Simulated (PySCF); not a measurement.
## Working out the ionisation energy of B

B [He] 2s2 2p1 (2P) → B⁺ [He] 2s2 (1S). All numbers are calculated (PySCF 2.14, scalar relativity by spin-free X2C-1e, in aug-cc-pVDZ-DK). Frozen: 1s2. Energies in hartree (1 hartree = 27.21139 eV):

```csv
part,B (lower),B⁺ (upper)
UHF,-24.537302,-24.241840
CCSD correlation,-0.059615,-0.058658
(T),-0.000908,0.000000
```

What does Hartree-Fock give?

(-24.241840) − (-24.537302) = 0.295462 hartree = 8.040 eV.

What do CCSD and CCSD(T) give?

The CCSD correlation energies differ by 0.000957 hartree = 0.026 eV and the triples by 0.000908 hartree = 0.025 eV, so CCSD gives 8.066 eV and CCSD(T) 8.091 eV.

Measured between the centres of the two terms (NIST): 8.297 eV, so CCSD(T) (valence) is off by -0.206 eV.

A double-zeta basis recovers only part of the correlation energy.

The coupled-cluster amplitudes are large, so a single reference is strained.

What remains against the reference includes basis incompleteness, the frozen core and higher excitations.
